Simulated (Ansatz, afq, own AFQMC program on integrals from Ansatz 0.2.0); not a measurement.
## CH$_{2}$Al, doublet: AFQMC among the cluster methods

| atom | x (Å) | y (Å) | z (Å) |
| --- | --- | --- | --- |
| Al | 0.0000 | 0.0217 | 0.5680 |
| C | 0.0000 | -0.0464 | -1.2668 |
| H | 0.0000 | 0.7120 | 1.9943 |
| H | 0.0000 | -0.7399 | -2.1046 |

Connectivity, by distances: AlH–CH.

Basis cc-pVDZ. Noble-gas cores (and the filled d shells of Ga–Kr and In–Xe) are frozen. Integrals, coupled cluster, full CI and functionals: Ansatz 0.2.0; the random walks run on the same integrals in our own AFQMC program. The CISD trial takes its coefficients from CCSD amplitudes. Released means that phaseless walkers are propagated on without the constraint, phases kept. Error bars are statistical, one sigma.

Determinant: ROHF, the one that the program's search chose, which needn't be the lowest solution. The geometry is a point of a scan.

No full CI on the walks' own integrals is used here; CCSDT(Q) serves as the reference and is uncertain by about the last step of the cluster series.

Cautions: higher spins were not checked; a spin-contaminated unrestricted determinant lies lower (UHF 722 meV lower, ⟨S²⟩ 1.47).

```
T1 diagnostic                               : 0.0356
weight of the determinant in the CISD state : 0.849
size of the correlated space                : 9 electrons in 36 orbitals
```

Reference: CCSDT(Q), correlation energy -6.092 eV. The released energy is read at 2.40 1/Eh (meV from the phaseless value at times in 1/Eh: 6 ± 17 at 0.24, -21 ± 24 at 0.51, -31 ± 15 at 0.99, -32 ± 19 at 1.62, -40 ± 20 at 2.40).

```tsv
level	E − E(reference) (kcal/mol)	share of correlation (%)
HF	140.48	0.00
MP2	25.96	81.52
CCSD	7.52	94.65
CCSD(T)	1.57	98.88
CCSDT	0.59	99.58
ph-AFQMC/CISD	1.25 ± 0.39	99.11
released AFQMC	0.34 ± 0.47	99.76
```

A walk keeps the symmetry of its determinant, which the program's search chose and which needn't be the lowest solution, so a lower state of the same spin and another symmetry isn't excluded. Released energies are given only where the last usable release times agree within the noise; a slower fall can still hide under it.
